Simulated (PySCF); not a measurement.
# M06-2X/def2-TZVP run of AlH3S (SMILES [AlH2][SH])

What is the energy change on altering one bond length of AlH3S at M06-2X/def2-TZVP? 

The results are computed with PySCF 2.14.0.

1 further run of the same task is left out (set aside as unsound or not needed).

### 1 Starting point

AlH3S: 5 atoms, total charge 0, spin state singlet. As SMILES, `[AlH2][SH]`. The coordinates come from a PBE0-D4/def2-TZVP relaxation.

Bond lengths: Al1–S2 2.181 Å, Al1–H3 1.579 Å, Al1–H4 1.581 Å, S2–H5 1.344 Å. Angles: Al1–S2–H5 93.7°, S2–Al1–H3 116.5°, S2–Al1–H4 118.9°, H3–Al1–H4 124.6°.

### 2 A single-point energy at M06-2X/def2-TZVP

The input, input.py:

```python
# [AlH2][SH]
from pyscf import gto, dft

mol = gto.M(
    atom='''
Al    -1.164260    -0.121320    -0.343363
S      2.133690    -0.648365     2.072274
H     -3.744870    -1.228511     0.663483
H     -0.833558     1.315249    -2.941170
H      3.703296     0.543863     0.470542
''',
    max_memory=1860,
    basis='def2-tzvp',
    charge=0,
    verbose=3,
    spin=0,
    unit='bohr',
)

mf = dft.RKS(mol)
mf.xc = 'm06-2x'
mf.conv_tol = 1e-10
mf.grids.level = 5
mf.kernel()
if not mf.converged:
    mf = mf.newton().run(mf.mo_coeff, mf.mo_occ)

energy = mf.e_tot
print(f'total energy: {energy:.8f} hartree')
```

Launch:

```sh
OMP_NUM_THREADS=1 python input.py
```

What it wrote:

```text
converged SCF energy = -642.424168265634
total energy: -642.42416827 hartree
```

It took 20 s on 1 thread of Arm Neoverse V2, shared host; peak memory 0.47 GiB.

### 3 The distorted shape

The input, input.py:

```python
from pyscf import gto, dft

molecule = gto.M(
    atom=[
    ('Al', (1.022579, 0.638862, -0.821044)),
    ('S', (2.767779, 0.359962, 0.457256)),
    ('H', (-1.981700, -0.650100, 0.351100)),
    ('H', (1.197579, 1.399062, -2.195744)),
    ('H', (3.598379, 0.990862, -0.390344)),
],
    verbose=3,
    max_memory=1860,
    basis='def2-tzvp',
    charge=0,
)

mf = dft.RKS(molecule)
mf.xc = 'm06-2x'
mf.grids.level = 5
mf.conv_tol = 1e-10
mf.kernel()
if not mf.converged:
    mf = mf.newton().run(mf.mo_coeff, mf.mo_occ)

energy = mf.e_tot
print('Final energy', energy)
```

Launch:

```sh
OMP_NUM_THREADS=1 python input.py
```

What it wrote:

```text
converged SCF energy = -642.264714899167
Final energy -642.2647148991672
```

Wall time 21 s (1 thread of Arm Neoverse V2, shared host); peak memory 0.47 GiB.

### 4 Summary of results

Level: M06-2X/def2-TZVP.

| quantity | value |
| --- | --- |
| first shape: total energy | -642.42417 Eh |
| first shape: dipole moment | 1.05 D |
| first shape: HOMO energy | -8.96 eV |
| first shape: LUMO energy | -0.81 eV |
| first shape: HOMO–LUMO gap | 8.15 eV |
| distorted shape: total energy | -642.26471 Eh |
| distorted shape: dipole moment | 4.00 D |
| distorted shape: HOMO energy | -6.84 eV |
| distorted shape: LUMO energy | -2.93 eV |
| distorted shape: HOMO–LUMO gap | 3.91 eV |
| energy change with the Al1–H3 bond stretched from 1.579 to 3.473 Å | 4.339 eV |

One bond (distorted shape) is far stretched, which a spin-restricted single reference describes badly; a broken-symmetry solution may lie lower. With the Al1–H3 bond stretched from 1.579 to 3.473 Å the energy rises by 4.34 eV (419 kJ/mol). The first shape isn't relaxed at this level, so the change isn't measured from a minimum. A restricted reference can't describe the breaking bond well at this length. Mulliken charges (first shape) run from -0.33 on S2 to +0.35 on Al1; they depend strongly on the basis. Mulliken charges (distorted shape) run from -0.26 on S2 to +0.32 on Al1; they depend strongly on the basis.
